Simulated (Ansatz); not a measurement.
## What a trial cell of TiRu2 relaxes into

These are results of DFT PBE, scalar-relativistic, plane waves, PAW (Ansatz), not measurements.

TiRu2 was placed on the tetragonal zirconia structure type (P4_2/nmc, No. 137), with Ti in place of Zr, Ru in place of O, at a guessed volume.

Input of the last, converged step (default PAW datasets):

```yaml
crystal:
  lattice:
    - [-2.0878371137, 2.0878371137, 2.845297684]
    - [2.0878371137, -2.0878371137, 2.845297684]
    - [2.0878371137, 2.0878371137, -2.845297684]
  atoms:
    - { symbol: Ti, position: [0.0, 0.0, 0.0] }
    - { symbol: Ru, position: [0.75, 0.25, 0.5] }
    - { symbol: Ru, position: [0.25, 0.75, 0.5] }
basis:
  ecutwfc: 420
kpoints:
  mp_grid: { grid: [16, 16, 16] }
hamiltonian:
  xc: pbe
scf:
  occupations: { method: gaussian, width: 0.1 }
output:
  forces: true
  stress: true
  eigenvalues: true
relax:
  adjacent_minimum: "off"
  f_tol: 0.01
  max_steps: 80
  cell: { stress_tol: 0.05 }
```

Launched as:

```bash
ansatz run input.yaml --threads 1 --pin off --max-ram 2560MiB --backend cpu --events-out ev --progress --plain --runs-dir out
```

The run took 2.1 min on 1 thread of Arm Neoverse V1 (shared host), peak memory 0.63 GiB.

End of the output:

```
SCF converged after 9 iterations
Free energy (F): -14256.096973 eV
Harris-Foulkes:  -14256.096973 eV  (|F-HF|=1.82e-12)
Internal energy: -14256.079114 eV  (E = F + TS)
E sigma→0 (E₀):  -14256.088043 eV
Entropy (-TS):   -0.017859 eV (-5.953 meV/atom)
Fermi energy:    16.509278 eV
--- Per-component energies (eV) ---
  E_band       = -415.954332
  E_kinetic    = 1308.159258
  E_local      = -4096.847008  (includes V_loc(G=0)·N_el)
  E_nonlocal   = 698.144785
  E_hartree    = 1446.550091
  E_xc         = -478.152896
  E_vxc        = -599.711128  (∫ρ·V_xc dr)
  E_paw        = -7971.780200  (= ΣΔE_a)
  E_vpaw       = -618.800158  (= ΣTr[D̂ρ^β])
  E_aug_tail   = -0.000263  (compensation charges beyond the density's cutoff)
  E_ewald      = -5162.152880
  E_smearing   = -0.017859  (= −TS)
  E_closure    =  0.000000  (closes the sum)
  Σ components = -14256.096973   (vs F -14256.096973, Δ=0.00e0)
--- Forces (eV/Å), atoms counted from 1 ---
  atom   1  Ti     0.00000000     0.00000000     0.00000000
  atom   2  Ru     0.00000000     0.00000000     0.00000000
  atom   3  Ru     0.00000000     0.00000000     0.00000000
  max |Σ_I F_I| component: 9.71e-17 eV/Å
--- Stress (GPa, compression-positive) ---
       -0.037091       0.000000       0.000000
        0.000000      -0.037091       0.000000
        0.000000       0.000000      -0.047179
  P = ⅓ Tr σ = -0.0405 GPa (-0.405 kbar)
--- Relaxed structure (4 steps of the walk, 4 accepted, 1 SCFs on fresh bases) ---
  F+E_penalty+E_count = -14256.09697285 eV   max|allowed force component| = 3.701e-17 eV/Å   (the final SCF, on the basis selected at the relaxed cell)
  cell:  # Å, volume = 49.5917 Å³
    - [-2.061850, 2.061850, 2.916319]
    - [2.061850, -2.061850, 2.916319]
    - [2.061850, 2.061850, -2.916319]
  atoms:
    - { symbol: Ti, position: [0.000000, 0.000000, 0.000000] }
    - { symbol: Ru, position: [0.75, 0.25, 0.500000] }
    - { symbol: Ru, position: [0.25, 0.75, 0.500000] }
```

Absolute energies hang on the potentials; compare differences alone.

The result has space group Fm-3m (No. 225). Ti is coordinated by 8 Ru at 2.53 Å; Ru is coordinated by 4 Ti at 2.53 Å and 6 Ru at 2.92 Å.

Against the elements it lies at 0.32 eV/atom. Energies over the elements count from the elements' standard structures at the same level, with no empirical corrections.

The k mesh leaves about 4 meV/atom of noise in metals.

A structure relaxed within its symmetry needn't be a true minimum.